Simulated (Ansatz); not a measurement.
# AlH₂+ (triplet): from Hartree-Fock to the top rungs at angle H2–Al1–H3 = 105.7°, aug-cc-pVTZ

How much of the correlation energy of AlH₂+ (triplet) does each wave-function method recover here?

Method: aug-cc-pVTZ, core rule «outside noble gas», up to 5 orbitals frozen; program: Ansatz 0.2.0, Gaussian basis.

To be run: UHF; CCSD(T) on ROHF; CCSD(T) on UHF; BCCD(T) on ROHF; CCSDT(Q) on ROHF; CCSDT(Q) on UHF; CASSCF and NEVPT2, 4 electrons in 6 orbitals; Full CI.

14 further runs of the same task are left out: 9 that didn't finish, 5 set aside as unsound or not needed.

### Step 1. What is computed

The geometry derives from a PBE0/def2-TZVP stationary point (not a proven minimum). One angle is set to the value named; bond lengths are kept.

3 atoms, charge 1, spin multiplicity 3.

Atoms are counted from 1 here; the program's logs count them from 0.

Bond lengths: Al1–H2 1.722 Å, Al1–H3 1.722 Å. Angles: H2–Al1–H3 105.7°.

As a file:

```
Al    0.0000    0.0000   -0.0723
H     0.0000    1.3727    0.9677
H     0.0000   -1.3727    0.9677
```

### Step 2. UHF

in.yaml reads:

```yaml
crystal:
  periodic: [false, false, false]
  atoms:
    - {symbol: Al, position_ang: [0.000000, 0.000000, -0.072303]}
    - {symbol: H, position_ang: [0.000000, 1.372699, 0.967745]}
    - {symbol: H, position_ang: [0.000000, -1.372699, 0.967745]}
basis:
  gaussian: {orbitals: aug-cc-pVTZ}
total_charge: 1
magnetization: {spin_polarized: true, initial_magnetization: 2}
hamiltonian: {xc: hf}
output: {orbitals: {seedname: orbitals}}
```

Started as:

```bash
$ ansatz run in.yaml --threads 1 --pin off --events-out ev --progress --plain --max-ram 2393MiB
```

The runs that follow: CCSD(T) on ROHF; CCSD(T) on UHF; BCCD(T) on ROHF; CCSDT(Q) on ROHF; CCSDT(Q) on UHF; CASSCF and NEVPT2, 4 electrons in 6 orbitals; Full CI.

Before running them: what should the planned runs give, taken together? Wanted: FCI below the RHF energy; RMP2 from FCI; UMP2 from FCI; RCCSD from FCI; RCCSD(T) from FCI; UCCSD(T) from FCI; RCCSDT(Q) from FCI; UCCSDT(Q) from FCI; NEVPT2 valence from FCI.

The runs gave:

| quantity | value |
| --- | --- |
| FCI below the RHF energy | -2.0280 eV |
| RMP2 from FCI | +503.6 meV |
| UMP2 from FCI | +551.7 meV |
| RCCSD from FCI | +59.3 meV |
| RCCSD(T) from FCI | +14.6 meV |
| UCCSD(T) from FCI | +13.1 meV |
| RCCSDT(Q) from FCI | +0.1 meV |
| UCCSDT(Q) from FCI | -1.1 meV |
| NEVPT2 valence from FCI | +218.3 meV |
| levels within 1 kcal/mol (43 meV) | RCCSD(T), UCCSD(T), BCCD(T), RCCSDT, UCCSDT, RCCSDT(Q), UCCSDT(Q) |
| T1 diagnostic | 0.042 |
| effectively unpaired electrons | 2.04 |

RCCSD(T) lands +14.6 meV from the yardstick (0.7 % of the correlation energy). The occupations are near whole numbers, but T1 = 0.042 shows that the orbitals relax strongly. Coupled cluster took another determinant than the lowest Hartree-Fock one. These misses are within one basis, not against nature; the frozen cores of restricted and unrestricted runs differ, which can shift their rows.
